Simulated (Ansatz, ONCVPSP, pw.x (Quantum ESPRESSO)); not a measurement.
**What a changed setting does to a pw.x run (bcc W)**

Potential: optimised norm-conserving Vanderbilt (ONCV), ONCVPSP 4.0.1.1 (patched build), PBEsol; core [Kr] 4d10 4f14, reference 5s2 5p6 5d4 6s2; waves: 5s+6s: rc 2.00 bohr, ncon 3, nbas 7, qcut 5 1/bohr, 2 projectors; 5p: rc 1.95 bohr, ncon 5, nbas 8, qcut 5.8 1/bohr, 2 projectors, debl 0.9 Ha; 5d: rc 1.75 bohr, ncon 4, nbas 9, qcut 5.4 1/bohr, 1 projector; local part: polynomial inside 1.35 bohr (lpopt 5, dvloc0 0 Ha); core correction: Teter function fitted to the true core (icmod 2), fcfact 0.25. In the p channel the program set the typed energies aside and used -1.588, 0.250 Ha.

The reference run (k-mesh 15³, cutoffs 60/240 Ry, Fermi–Dirac 0.01 Ry, mixing_beta 0.4, conv_thr 1e-9, no spin) gives -3.13 GPa at 15.687 Å³/atom, where all-electron LAPW gives 0.22 GPa. This run, with its own iteration cap, changes conv_thr to 1e-06.

```
&control
  calculation='scf', prefix='x', pseudo_dir='./', outdir='./tmp', tstress=.true., disk_io='none'
/
&system
  ibrav=0, nat=1, ntyp=1, ecutwfc=60, ecutrho=240, nbnd=15,
  occupations='smearing', smearing='fd', degauss=0.01
/
&electrons
  conv_thr=1e-06, mixing_beta=0.4, electron_maxstep=60
/
ATOMIC_SPECIES
W 1.0 W.UPF
CELL_PARAMETERS angstrom
  -1.57698163 1.57698163 1.57698163
  1.57698163 -1.57698163 1.57698163
  1.57698163 1.57698163 -1.57698163
ATOMIC_POSITIONS crystal
W 0.0000 0.0000 0.0000
K_POINTS automatic
15 15 15 0 0 0
```

```bash
pw.x < W.scf.in > W.scf.out
```

**Question.** How does the run end?

**Answer.** It converges in 5 iterations; the free energy moves by +0.0 meV/atom and the pressure by -0.24 GPa.

```
Message from routine setup:
     using ibrav=0 with symmetry is DISCOURAGED, use correct ibrav instead
     lattice parameter (alat)  =       5.1616  a.u.
     unit-cell volume          =     105.8611 (a.u.)^3
     number of electrons       =        14.00
     number of Kohn-Sham states=           15
     kinetic-energy cutoff     =      60.0000  Ry
     charge density cutoff     =     240.0000  Ry
     scf convergence threshold =      1.0E-06
     Exchange-correlation= PBESOL
     number of k points=   120  Fermi-Dirac smearing, width (Ry)=  0.0100
     iteration #  1     ecut=    60.00 Ry     beta= 0.40
     total energy              =    -147.82225076 Ry
     estimated scf accuracy    <       0.03980846 Ry
     iteration #  2     ecut=    60.00 Ry     beta= 0.40
     total energy              =    -147.82270796 Ry
     estimated scf accuracy    <       0.00607630 Ry
     iteration #  3     ecut=    60.00 Ry     beta= 0.40
     total energy              =    -147.82343569 Ry
     estimated scf accuracy    <       0.00037825 Ry
     iteration #  4     ecut=    60.00 Ry     beta= 0.40
     total energy              =    -147.82345405 Ry
     estimated scf accuracy    <       0.00000579 Ry
     iteration #  5     ecut=    60.00 Ry     beta= 0.40
     the Fermi energy is    22.3298 ev
!    total energy              =    -147.82345532 Ry
     estimated scf accuracy    <       0.00000032 Ry
     smearing contrib. (-TS)   =      -0.00222873 Ry
     The total energy is F=E-TS. E is the sum of the following terms:
     one-electron contribution =     -17.49965754 Ry
     hartree contribution      =      16.86337551 Ry
     xc contribution           =     -27.50800078 Ry
     ewald contribution        =    -119.67694379 Ry
     convergence has been achieved in   5 iterations
          total   stress  (Ry/bohr**3)                   (kbar)     P=      -33.65
     Message from routine punch:
     Nothing written, as per user request (disk_io='none')
```

The run took about 17 s on one core of a shared host (Neoverse-N1, 64 threads, 124 GiB, load 60).
